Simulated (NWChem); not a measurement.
All runs are NWChem calculations. System: C2H3O, charge 0, spin multiplicity 2, displaced from the optimised geometry. The structure started from a generated list of species. Its SCF solution wasn't tested for a lower state. Level: UPBE0/def2-TZVP.

The NWChem input:

```
start mol
memory heap 200 mb stack 900 mb global 1100 mb
geometry units angstroms nocenter noautoz
  C     -0.079624    -1.193837     0.000000
  C      0.435057     0.253517     0.000000
  O     -0.199377     1.292570     0.000000
  H      0.337596    -1.727749     0.905547
  H      0.337596    -1.727749    -0.905547
  H     -1.212766    -1.243148     0.000000
  symmetry group Cs
end
basis spherical
  * library def2-tzvp
end
dft
  xc pbe0
  odft
  mult 2
  semidirect memsize 60000000 filesize 0
  iterations 100
  grid xcoarse
end
task dft gradient
```

NWChem printed:

```
             Northwest Computational Chemistry Package (NWChem) 7.3.0
             --------------------------------------------------------

                                NWChem Input Module
                                -------------------

 Scaling coordinates for geometry "geometry" by  1.889725989
 (inverse scale =  0.529177249)

 Turning off AUTOSYM since
 SYMMETRY directive was detected!

                             Geometry "geometry" -> ""
                             -------------------------

 Output coordinates in angstroms (scale by  1.889725989 to convert to a.u.)

  No.       Tag          Charge          X              Y              Z
 ---- ---------------- ---------- -------------- -------------- --------------
    1 C                    6.0000    -0.07962400    -1.19383700     0.00000000
    2 C                    6.0000     0.43505700     0.25351700     0.00000000
    3 O                    8.0000    -0.19937700     1.29257000     0.00000000
    4 H                    1.0000     0.33759600    -1.72774900     0.90554700
    5 H                    1.0000     0.33759600    -1.72774900    -0.90554700
    6 H                    1.0000    -1.21276600    -1.24314800     0.00000000

 Effective nuclear repulsion energy (a.u.)      61.2805027023

            Nuclear Dipole moment (a.u.)
            ----------------------------
        X                 Y               Z
 ---------------- ---------------- ----------------
     0.0000151178    -0.0000113384     0.0000000000

      Symmetry information
      --------------------

 Group name             Cs
 Group number              2
 Group order               2
 No. of unique centers     5

      Symmetry unique atoms

     1    2    3    4    6


 Summary of "ao basis" -> "" (spherical)
 ------------------------------------------------------------------------------
       Tag                 Description            Shells   Functions and Types
 ---------------- ------------------------------  ------  ---------------------
 *                         def2-tzvp                  on all atoms

                                 NWChem DFT Module
                                 -----------------

 Summary of "ao basis" -> "ao basis" (spherical)
 ------------------------------------------------------------------------------
       Tag                 Description            Shells   Functions and Types
 ---------------- ------------------------------  ------  ---------------------
 C                         def2-tzvp                11       31   5s3p2d1f
 O                         def2-tzvp                11       31   5s3p2d1f
 H                         def2-tzvp                 4        6   3s1p

 Summary of "ao basis" -> "ao basis" (spherical)
 ------------------------------------------------------------------------------
       Tag                 Description            Shells   Functions and Types
 ---------------- ------------------------------  ------  ---------------------
 C                         def2-tzvp                11       31   5s3p2d1f
 O                         def2-tzvp                11       31   5s3p2d1f
 H                         def2-tzvp                 4        6   3s1p

      Symmetry analysis of basis
      --------------------------

        a'         74
        a"         37

            General Information
            -------------------
          SCF calculation type: DFT
          Wavefunction type:  spin polarized.
          No. of atoms     :     6
          No. of electrons :    23
           Alpha electrons :    12
            Beta electrons :    11
          Charge           :     0
          Spin multiplicity:     2
          Use of symmetry is: on ; symmetry adaption is: on
          Maximum number of iterations: 100
          AO basis - number of functions:   111
                     number of shells:    45
          Convergence on energy requested:  1.00D-06
          Convergence on density requested:  1.00D-05
          Convergence on gradient requested:  5.00D-04

              XC Information
              --------------
                         PBE0 Method XC Functional
                     Hartree-Fock (Exact) Exchange  0.250
          PerdewBurkeErnzerhof Exchange Functional  0.750
            Perdew 1991 LDA Correlation Functional  1.000 local
           PerdewBurkeErnz. Correlation Functional  1.000 non-local

             Grid Information
             ----------------
          Grid used for XC integration:  xcoarse
          Radial quadrature: Mura-Knowles
          Angular quadrature: Lebedev.
          Tag              B.-S. Rad. Rad. Pts. Rad. Cut. Ang. Pts.
          ---              ---------- --------- --------- ---------
          C                   0.70       21           8.0       194
          O                   0.60       21           9.0       194
          H                   0.35       21           8.0       194
          Grid pruning is: on
          Number of quadrature shells:   105
          Spatial weights used:  Erf1

          Convergence Information
          -----------------------
          Convergence aids based upon iterative change in
          total energy or number of iterations.
          Levelshifting, if invoked, occurs when the
          HOMO/LUMO gap drops below (HL_TOL):  1.00D-02
          DIIS, if invoked, will attempt to extrapolate
          using up to (NFOCK): 10 stored Fock matrices.

                    Damping( 0%)  Levelshifting(0.5)       DIIS
                  --------------- ------------------- ---------------
          dE  on:    start            ASAP                start
[...]
    72      0.226333  3 O  py                71      0.212576  3 O  px
    37      0.186165  2 C  px                75      0.143643  3 O  py
    40      0.138900  2 C  px                35      0.133788  2 C  s
    74      0.130512  3 O  px                 6     -0.111900  1 C  px

 Vector   12  Occ=0.000000D+00  E=-6.416171D-02  Symmetry=a'
              MO Center=  4.2D-01,  2.1D-01, -1.2D-15, r^2= 2.4D+00
   Bfn.  Coefficient  Atom+Function         Bfn.  Coefficient  Atom+Function
  ----- ------------  ---------------      ----- ------------  ---------------
     5      1.010788  1 C  s                 36     -0.949486  2 C  s
   108     -0.462992  6 H  s                 37     -0.283892  2 C  px
    74      0.261002  3 O  px                68      0.249158  3 O  px
    13      0.231264  1 C  py                35     -0.224572  2 C  s
    40     -0.224835  2 C  px                71      0.217892  3 O  px

 Vector   13  Occ=0.000000D+00  E=-1.814840D-02  Symmetry=a"
              MO Center=  2.8D-01,  2.5D-01,  2.1D-14, r^2= 2.1D+00
   Bfn.  Coefficient  Atom+Function         Bfn.  Coefficient  Atom+Function
  ----- ------------  ---------------      ----- ------------  ---------------
    45      0.457229  2 C  pz                42      0.381920  2 C  pz
    39      0.372279  2 C  pz                76     -0.357936  3 O  pz
    96     -0.293592  4 H  s                102      0.293592  5 H  s
    70     -0.289572  3 O  pz                73     -0.239674  3 O  pz
    95     -0.121431  4 H  s                101      0.121431  5 H  s

 Vector   14  Occ=0.000000D+00  E= 5.131871D-02  Symmetry=a'
              MO Center=  1.2D-01, -1.6D+00,  2.1D-13, r^2= 5.1D+00
   Bfn.  Coefficient  Atom+Function         Bfn.  Coefficient  Atom+Function
  ----- ------------  ---------------      ----- ------------  ---------------
     5      4.844374  1 C  s                 96     -1.952189  4 H  s
   102     -1.952189  5 H  s                 36     -1.624533  2 C  s
   108     -1.140203  6 H  s                 44      0.436307  2 C  py
    67      0.416993  3 O  s                 43      0.410576  2 C  px
    12      0.329286  1 C  px                 3      0.251928  1 C  s

   alpha - beta orbital overlaps
   -----------------------------

   alpha      1      2      3      4      5      6      7      8      9     10
    beta      1      2      3      4      5      6      9      8      7     11
 overlap   1.000  1.000  1.000  1.000  0.999  0.988  0.925  0.974  0.999  0.940

   alpha     11     12     13     14     15     16     17     18     19     20
    beta     10     12     13     14     16     15     17     18     19     20
 overlap   0.999  0.980  0.999  0.989  0.996  0.999  0.997  0.999  0.999  0.927

   alpha     21     22     23     24     25     26     27     28     29     30
    beta     22     21     23     24     25     26     27     28     29     30
 overlap   0.931  0.999  0.976  0.995  0.999  0.995  0.998  1.000  0.981  0.993

   alpha     31     32     33     34     35     36     37     38     39     40
    beta     31     32     33     34     35     36     37     38     39     40
 overlap   1.000  0.975  0.996  0.997  0.996  0.999  0.990  0.988  0.995  0.999

   alpha     41     42     43     44     45     46     47     48     49     50
    beta     41     42     43     44     45     46     47     48     49     50
 overlap   1.000  0.999  0.994  0.940  0.998  0.936  0.998  0.985  0.995  0.986

   alpha     51     52     53     54     55     56     57     58     59     60
    beta     51     52     53     54     55     56     57     58     59     60
 overlap   0.995  0.999  0.999  0.999  1.000  0.998  1.000  1.000  0.999  0.999

   alpha     61     62     63     64     65     66     67     68     69     70
    beta     61     62     64     63     65     66     67     68     69     70
 overlap   0.994  0.994  0.999  0.999  1.000  1.000  0.998  0.999  0.999  0.997

   alpha     71     72     73     74     75     76     77     78     79     80
    beta     71     72     73     74     75     77     76     78     79     80
 overlap   0.997  0.995  0.996  0.985  0.990  0.978  0.994  0.992  0.999  0.990

   alpha     81     82     83     84     85     86     87     88     89     90
    beta     81     82     83     84     85     86     87     88     89     90
 overlap   0.995  0.989  0.999  0.992  1.000  0.994  1.000  1.000  1.000  0.999

   alpha     91     92     93     94     95     96     97     98     99    100
    beta     91     92     93     94     95     96     97     98     99    100
 overlap   0.998  0.999  1.000  0.999  0.999  1.000  1.000  1.000  1.000  1.000

   alpha    101    102    103    104    105    106    107    108    109    110
    beta    101    102    104    103    105    106    107    108    109    110
 overlap   1.000  0.996  1.000  0.998  0.996  1.000  1.000  1.000  1.000  1.000

   alpha    111
    beta    111
 overlap   1.000

     --------------------------
     Expectation value of S2:
     --------------------------
      <S2> =      0.7537 (Exact =     0.7500)

 center of mass
 --------------
 x =   0.02347523 y =   0.20449904 z =   0.00000000

 moments of inertia (a.u.)
 ------------------
         190.412896569869           4.899054249309           0.000000000000
           4.899054249309          22.645736903931           0.000000000000
           0.000000000000           0.000000000000         201.253666338472

     Multipole analysis of the density
     ---------------------------------

     L   x y z        total         alpha         beta         nuclear
     -   - - -        -----         -----         ----         -------
     0   0 0 0     -0.000000    -12.000000    -11.000000     23.000000

     1   1 0 0     -0.038816     -0.452587      0.413756      0.000015
     1   0 1 0     -1.072029     -0.836333     -0.235685     -0.000011
     1   0 0 1      0.000000      0.000000      0.000000      0.000000

     2   2 0 0    -13.982150    -14.407172    -10.968246     11.393268
     2   1 1 0      0.068361      0.567020      1.245699     -1.744358
     2   1 0 1     -0.000000     -0.000000     -0.000000      0.000000
     2   0 2 0    -14.169913    -61.789966    -58.864277    106.484330
     2   0 1 1     -0.000000     -0.000000     -0.000000      0.000000
     2   0 0 2    -12.792863     -9.656137     -8.993381      5.856655

            General Information
            -------------------
          SCF calculation type: DFT
          Wavefunction type:  spin polarized.
          No. of atoms     :     6
          No. of electrons :    23
           Alpha electrons :    12
            Beta electrons :    11
          Charge           :     0
          Spin multiplicity:     2
          Use of symmetry is: on ; symmetry adaption is: on
          Maximum number of iterations: 100
          AO basis - number of functions:   111
                     number of shells:    45
          Convergence on energy requested:  1.00D-06
          Convergence on density requested:  1.00D-05
          Convergence on gradient requested:  5.00D-04

              XC Information
              --------------
                         PBE0 Method XC Functional
                     Hartree-Fock (Exact) Exchange  0.250
          PerdewBurkeErnzerhof Exchange Functional  0.750
            Perdew 1991 LDA Correlation Functional  1.000 local
           PerdewBurkeErnz. Correlation Functional  1.000 non-local

             Grid Information
             ----------------
          Grid used for XC integration:  xcoarse
          Radial quadrature: Mura-Knowles
          Angular quadrature: Lebedev.
          Tag              B.-S. Rad. Rad. Pts. Rad. Cut. Ang. Pts.
          ---              ---------- --------- --------- ---------
          C                   0.70       21           8.0       194
          O                   0.60       21           9.0       194
          H                   0.35       21           8.0       194
          Grid pruning is: on
          Number of quadrature shells:   105
          Spatial weights used:  Erf1

          Convergence Information
          -----------------------
          Convergence aids based upon iterative change in
          total energy or number of iterations.
          Levelshifting, if invoked, occurs when the
          HOMO/LUMO gap drops below (HL_TOL):  1.00D-02
          DIIS, if invoked, will attempt to extrapolate
          using up to (NFOCK): 10 stored Fock matrices.

                    Damping( 0%)  Levelshifting(0.5)       DIIS
                  --------------- ------------------- ---------------
          dE  on:    start            ASAP                start
          dE off:    2 iters        100 iters           100 iters

      Screening Tolerance Information
      -------------------------------
          Density screening/tol_rho:  1.00D-10
          AO Gaussian exp screening on grid/accAOfunc:  14
          CD Gaussian exp screening on grid/accCDfunc:  20
          XC Gaussian exp screening on grid/accXCfunc:  20
          Schwarz screening/accCoul:  1.00D-08

                            NWChem DFT Gradient Module
                            --------------------------

  charge          =   0.00
  wavefunction    = open shell

  Using symmetry

                         DFT ENERGY GRADIENTS

    atom               coordinates                        gradient
                 x          y          z           x          y          z
   1 C      -0.150468  -2.256025   0.000000    0.000969   0.005232   0.000000
   2 C       0.822139   0.479078   0.000000    0.042081  -0.038407   0.000000
   3 O      -0.376768   2.442603   0.000000   -0.035369   0.061110   0.000000
   4 H       0.637964  -3.264972   1.711236    0.008790  -0.012820   0.018917
   5 H       0.637964  -3.264972  -1.711236    0.008790  -0.012820  -0.018917
   6 H      -2.291795  -2.349209   0.000000   -0.025262  -0.002296   0.000000

                 ----------------------------------------
                 |  Time  |  1-e(secs)   |  2-e(secs)   |
                 ----------------------------------------
                 |  CPU   |       0.01   |       3.79   |
                 ----------------------------------------
                 |  WALL  |       0.01   |       3.79   |
                 ----------------------------------------

 Task  times  cpu:        6.2s     wall:        6.2s

 Total times  cpu:        6.2s     wall:        6.2s
```
